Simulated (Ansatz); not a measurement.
# HAlGa, doublet: reading a ladder of total energies

Geometry: a point of a stretch scan, not a stationary point.

```xyz
3

Al    0.0000    0.0000    0.5267
Ga    0.0000    0.0000   -2.6753
H     0.0000    0.0000    2.1485
```

Basis 6-31G (Cartesian d functions); Ansatz 0.2.0. Correlated methods freeze the noble-gas cores and the filled d shells of p-block atoms, which leaves 7 electrons in 25 orbitals. Prefix R: restricted or restricted open-shell reference. No spin–orbit coupling is included, and no scalar relativity.

Full CI is exact within this basis and frozen core; it isn't the basis-set limit.

Runs differ by some tens of microhartree through their thresholds and, for an open shell, their frozen cores, so steps under 0.03 kcal/mol mean nothing.

```tsv
level	total energy (hartree)
RHF	-2165.330847
RMP2	-2165.384559
RCCSD	-2165.413406
RCCSD(T)	-2165.415300
RCCSDT	-2165.416429
RCCSDT(Q)	-2165.416559
full CI	-2165.416608
```

Task: What is the correlation energy at full CI, and what share of it do RMP2 and RCCSDT recover?

Result: E(corr) = -2165.416608 − (-2165.330847) = -0.085761 hartree = -2.334 eV. RMP2: -0.053712 / -0.085761 = 62.63 %. RCCSDT: -0.085582 / -0.085761 = 99.79 %.

Task: By how many kcal/mol does RCCSD(T) miss full CI (1 hartree = 627.509 kcal/mol), and which steps make up the rest?

Result: -2165.415300 − (-2165.416608) = 0.001308 hartree = 0.82 kcal/mol. Steps: RCCSDT − RCCSD(T) = -0.71, RCCSDT(Q) − RCCSDT = -0.08, full CI − RCCSDT(Q) = -0.03 kcal/mol. Differences between like states or geometries often cancel part of this.
